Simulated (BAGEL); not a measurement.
# B3LYP/def2-TZVPP (density fitting with cc-pvqz-jkfit) run of H2S2 (SMILES SS)

Aim: the energy change on altering one bond length of H2S2 at B3LYP/def2-TZVPP (density fitting with cc-pvqz-jkfit), from 2 runs. 

Program for the calculation: BAGEL 1.2.2.

7 further runs of the same task are left out: 7 set aside as unsound or not needed.

### 1 The structure to begin with

H2S2 has 4 atoms, charge 0, and is taken as a singlet. As SMILES, `SS`. The coordinates come from a PBE0-D4/def2-TZVP relaxation.

Bond lengths: S1–S2 2.046 Å, S1–H3 1.347 Å, S2–H4 1.347 Å. Angles: S1–S2–H4 98.6°, S2–S1–H3 98.6°.

### 2 The energy at B3LYP/def2-TZVPP (density fitting with cc-pvqz-jkfit)

dft.json reads:

```json
{ "bagel" : [

{
  "title" : "molecule",
  "basis" : "tzvpp",
  "df_basis" : "cc-pvqz-jkfit",
  "angstrom" : true,
  "geometry" : [
    { "atom" : "S", "xyz" : [    0.784480,   -0.789210,    0.166690 ] },
    { "atom" : "S", "xyz" : [    0.060220,    1.121560,    0.067360 ] },
    { "atom" : "H", "xyz" : [   -0.225420,   -1.352590,    0.856880 ] },
    { "atom" : "H", "xyz" : [   -0.619290,    1.020250,   -1.090950 ] }
  ]
},
{ "title" : "ks", "xc_func" : "b3lyp" },
{ "title" : "print", "file" : "orbitals.molden", "orbitals" : true }

]}
```

The run is started by

```
$ BAGEL_NUM_THREADS=1 BAGEL dft.json > dft.out
```

Output:

```text
* using 1 threads per process

  ===============================================================
  ===============================================================

  *** Geometry ***

  { "atom" : "S", "xyz" : [      1.482452,     -1.491391,      0.314998 ] },
  { "atom" : "S", "xyz" : [      0.113799,      2.119441,      0.127292 ] },
  { "atom" : "H", "xyz" : [     -0.425982,     -2.556025,      1.619269 ] },
  { "atom" : "H", "xyz" : [     -1.170288,      1.927993,     -2.061597 ] },

  Number of auxiliary basis functions:      398

  Since a DF basis is specified, we compute 2- and 3-index integrals:
    o Being stored without compression. Storage requirement is 0.040 GB

  Number of basis functions:      112
  Number of electrons      :       34

    * METHOD: MOLECULE                             0.19

  *** Kohn-Sham DFT ***

    * Removing 5261 points whose weight is below 1.00e-10
    * Grid points: 54363

  === Nuclear Repulsion ===
    85.4431433822

       - DIIS with orbital gradients will be used.

  === KS iteration (b3lyp / tzvpp) ===
      0       -702.42924963          0.34729051           0.27
      1       -687.77795856          0.61127291           0.25
      2       -761.37344668          0.25321405           0.25
      3       -791.05594214          0.11047965           0.25
      4       -791.72587792          0.09636725           0.25
      5       -797.28583527          0.02640261           0.25
      6       -797.46559965          0.01900661           0.25
      7       -797.64771355          0.00150130           0.26
      8       -797.64836150          0.00093996           0.26
      9       -797.64867671          0.00023927           0.25
     10       -797.64869711          0.00003065           0.25
     11       -797.64869755          0.00001302           0.25
     12       -797.64869764          0.00000448           0.25
     13       -797.64869765          0.00000074           0.25
     14       -797.64869765          0.00000023           0.26
     15       -797.64869765          0.00000007           0.25
     16       -797.64869765          0.00000003           0.25
     17       -797.64869765          0.00000001           0.25
     18       -797.64869765          0.00000000           0.25
    * SCF iteration converged.

    * Permanent dipole moment:
           (    0.420017,     0.165302,     0.116395) a.u.

    * METHOD: KS                                   5.12

    * METHOD: PRINT                                0.03

  ===============================================================
```

Run time: 5.7 s. Hardware: 1 thread of Arm Neoverse V1, shared host; peak memory 0.31 GiB.

### 3 The distorted shape, same level

calc.json reads:

```json
{ "bagel" : [

{
  "title" : "molecule",
  "basis" : "tzvpp",
  "df_basis" : "cc-pvqz-jkfit",
  "angstrom" : true,
  "geometry" : [
    { "atom" : "S", "xyz" : [    1.328082,   -0.708163,    1.093327 ] },
    { "atom" : "S", "xyz" : [    0.603822,    1.202607,    0.993997 ] },
    { "atom" : "H", "xyz" : [    0.318182,   -1.271543,    1.783517 ] },
    { "atom" : "H", "xyz" : [   -0.619290,    1.020250,   -1.090950 ] }
  ]
},
{
  "title" : "ks",
  "xc_func" : "b3lyp"
},
{
  "title" : "print",
  "file" : "orbitals.molden",
  "orbitals" : true
}

]}
```

The run is started by

```
$ BAGEL_NUM_THREADS=1 BAGEL calc.json > calc.out
```

Output:

```text
* using 1 threads per process

  ===============================================================
  ===============================================================

  *** Geometry ***

  { "atom" : "S", "xyz" : [      2.509711,     -1.338234,      2.066089 ] },
  { "atom" : "S", "xyz" : [      1.141058,      2.272598,      1.878382 ] },
  { "atom" : "H", "xyz" : [      0.601277,     -2.402868,      3.370359 ] },
  { "atom" : "H", "xyz" : [     -1.170288,      1.927993,     -2.061597 ] },

  Number of auxiliary basis functions:      398

  Since a DF basis is specified, we compute 2- and 3-index integrals:
    o Being stored without compression. Storage requirement is 0.040 GB

  Number of basis functions:      112
  Number of electrons      :       34

    * METHOD: MOLECULE                             0.18

  *** Kohn-Sham DFT ***

    * Removing 4646 points whose weight is below 1.00e-10
    * Grid points: 54978

  === Nuclear Repulsion ===
    81.8681029229

       - DIIS with orbital gradients will be used.

  === KS iteration (b3lyp / tzvpp) ===
      0       -701.43395664          0.34478412           0.26
      1       -680.89611347          0.42662690           0.25
      2       -710.91249670          0.33139049           0.25
      3       -769.76506152          0.15196299           0.25
      4       -780.30022357          0.12006478           0.25
      5       -790.72787920          0.06601039           0.25
      6       -795.90325603          0.04763244           0.25
      7       -797.30223736          0.01203893           0.25
      8       -797.19839435          0.01589180           0.25
      9       -797.52469424          0.00386181           0.25
     10       -797.53382766          0.00093717           0.25
     11       -797.53418893          0.00052717           0.25
     12       -797.53426457          0.00023537           0.25
     13       -797.53432400          0.00006066           0.25
     14       -797.53431965          0.00009877           0.25
     15       -797.53432577          0.00001752           0.25
     16       -797.53432592          0.00000318           0.25
     17       -797.53432592          0.00000137           0.25
     18       -797.53432593          0.00000106           0.25
     19       -797.53432593          0.00000104           0.25
     20       -797.53432593          0.00000012           0.25
     21       -797.53432593          0.00000016           0.26
     22       -797.53432593          0.00000002           0.25
     23       -797.53432593          0.00000001           0.25
    * SCF iteration converged.

    * Permanent dipole moment:
           (    0.065859,     0.499576,    -0.309038) a.u.

    * METHOD: KS                                   6.33

    * METHOD: PRINT                                0.03

  ===============================================================
```

Wall time 6.9 s (1 thread of Arm Neoverse V1, shared host); peak memory 0.32 GiB.

### 4 Results

At B3LYP/def2-TZVPP (density fitting with cc-pvqz-jkfit):

| quantity | value |
| --- | --- |
| first shape: total energy | -797.64870 Eh |
| first shape: dipole moment | 1.18 D |
| first shape: HOMO energy | -7.27 eV |
| first shape: LUMO energy | -1.14 eV |
| first shape: HOMO–LUMO gap | 6.14 eV |
| distorted shape: total energy | -797.53433 Eh |
| distorted shape: dipole moment | 1.50 D |
| distorted shape: HOMO energy | -7.10 eV |
| distorted shape: LUMO energy | -4.17 eV |
| distorted shape: HOMO–LUMO gap | 2.94 eV |
| energy change with the S2–H4 bond stretched from 1.347 to 2.424 Å | 3.112 eV |

What this shows: One bond (distorted shape) is far stretched, which a spin-restricted single reference describes badly; a broken-symmetry solution may lie lower. With the S2–H4 bond stretched from 1.347 to 2.424 Å the energy rises by 3.11 eV (300 kJ/mol). The first shape isn't relaxed at this level, so the change isn't measured from a minimum. A restricted reference can't describe the breaking bond well at this length.
